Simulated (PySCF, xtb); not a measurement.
## Relative energy of two isomers of H2NOP

Structure I: `[H]/N=P/O`, a singlet. Structure II: `[H]N=[PH]=O`, a singlet. Both are isolated molecules in the gas phase, relaxed with PBE0-D3(BJ)/def2-SVP; the shapes shown needn't be the lowest conformers.

I (Å):

```yaml
atoms:
  - { symbol: N, position_ang: [-0.8692, 0.9964, -0.4519] }
  - { symbol: O, position_ang: [-2.5019, 2.5602, -1.5447] }
  - { symbol: P, position_ang: [-1.2297, 2.5142, -0.5275] }
  - { symbol: H, position_ang: [-0.0752, 0.7927, 0.1582] }
  - { symbol: H, position_ang: [-2.7157, 1.6591, -1.8437] }
```

II (Å):

```xyz
5

N    -0.3896    1.5840   -0.5628
O    -3.1597    1.2132   -0.9054
P    -1.8355    1.8647   -1.0069
H    -0.2087    0.7230   -0.0451
H    -1.8327    3.0946   -1.6944
```

Quicker runs give these differences E(II) − E(I): GFN2-xTB +0.854 eV; HF/STO-3G +3.757 eV (at GFN2-xTB geometries); r2SCAN-D4/def2-SVP +0.576 eV (at GFN2-xTB geometries).

Estimate E(II) − E(I) at the level CCSD(T)/def2-TZVP.

Calculated at CCSD(T)/def2-TZVP: E(II) − E(I) = +0.393 eV, so structure I lies lower.

How the difference moves with the method:

```
               level              geometry  E(II) − E(I) (eV)  departure from the last row (eV)  job, with rough time for the two
            GFN2-xTB              GFN2-xTB              +0.854                            +0.461             optimisation, 0.092 s
           HF/STO-3G              GFN2-xTB              +3.757                            +3.364               single point, 1.2 s
  r2SCAN-D4/def2-SVP              GFN2-xTB              +0.576                            +0.183               single point, 6.6 s
PBE0-D3(BJ)/def2-SVP  PBE0-D3(BJ)/def2-SVP              +0.662                            +0.269                optimisation, 25 s
        HF/def2-TZVP  PBE0-D3(BJ)/def2-SVP              +0.514                            +0.121           part of the CCSD(T) run
       MP2/def2-TZVP  PBE0-D3(BJ)/def2-SVP              +0.259                            −0.134           part of the CCSD(T) run
   CCSD(T)/def2-TZVP  PBE0-D3(BJ)/def2-SVP              +0.393                                                  single point, 65 s
```

As drawn, II has 1 O=P, 1 P–H in place of 1 O–P, 1 O–H.

None of the levels shown reverses the order. The largest departure from CCSD(T)/def2-TZVP is that of HF/STO-3G, 3.364 eV.

With thermal terms from frequencies at re-optimised GFN2-xTB minima (ideal gas, soft modes damped towards free rotors, one conformer each, 298.15 K, 1 atm): on the last row, ΔE + ΔZPE = +0.320, ΔH = +0.324, ΔG = +0.320 eV.

The correlated steps freeze 7 core orbitals. Programs: PySCF 2.14.0, xtb 6.7.1; the last row on 2 threads of Arm Neoverse V1 on a shared host.
